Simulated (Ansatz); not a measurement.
## Counterpoise correction, worked out

The pair of H2S (SMILES S, atoms 1–3) and C2H6 (SMILES CC, atoms 4–11), both closed shells, in one local arrangement (a lower one may exist), relaxed at PBE0-D4/def2-TZVP:

S1  (0.851, 0.338, -2.913)
H2  (-0.467, 0.311, -2.668)
H3  (1.110, 0.912, -1.728)
C4  (-0.383, -0.919, 0.787)
C5  (0.009, 0.527, 1.038)
H6  (-0.089, -1.243, -0.214)
H7  (0.096, -1.590, 1.503)
H8  (-1.463, -1.059, 0.877)
H9  (-0.272, 0.850, 2.043)
H10  (-0.479, 1.204, 0.333)
H11  (1.089, 0.669, 0.942)
(Å)

Program: Ansatz 0.2.0. Basis: def2-TZVPPD. Cores are frozen in the correlated methods.

CCSD(T) total energies in eV:

| system | geometry | basis functions | energy |
| --- | --- | --- | --- |
| pair | pair | all | -13023.70338 |
| H2S | as in the pair | all (partner as ghosts) | -10855.54273 |
| C2H6 | as in the pair | all (partner as ghosts) | -2168.12284 |
| H2S | as in the pair | its own | -10855.52980 |
| C2H6 | as in the pair | its own | -2168.11920 |
| H2S | free (PBE0-D4 minimum) | its own | -10855.52982 |
| C2H6 | free (PBE0-D4 minimum) | its own | -2168.11948 |

**Question.** Work out the interaction energy with and without the counterpoise correction, the superposition error, and the binding energy from the relaxed fragments.

**Answer.** Without correction: -13023.70338 − (-10855.52980) − (-2168.11920) = -0.05438 eV.
With correction (each fragment in the whole basis): -13023.70338 − (-10855.54273) − (-2168.12284) = -0.03781 eV = -0.87 kcal/mol.
The superposition error is the difference, 0.01657 eV, 30 % of the uncorrected value: each fragment borrows its partner's functions.
Deformation from the free shapes: 0.00002 eV for H2S and 0.00028 eV for C2H6.
Binding energy from relaxed fragments: -0.03781 + 0.00002 + 0.00028 = -0.03751 eV = -0.86 kcal/mol (electronic, without zero-point energy; negative means bound). For comparison, the corrected interaction energy by CCSD(T) at an estimated basis limit (MP2 extrapolated from triple and quadruple zeta, plus CCSD(T) − MP2 in triple zeta) is -0.046 eV; triple zeta with the correction binds less.

No T1 diagnostic of these runs exceeds 0.011.

For scale, one of the runs: CCSD(T)/def2-TZVPPD, 261 basis functions, launched by `ansatz run in.yaml --threads 4 --pin off --events-out ev --progress --plain --max-ram 9574MiB`. Time: 88 s of wall clock on 4 CPU threads of an Arm Neoverse V2; the host was shared. Peak host memory: 6.1 GiB.
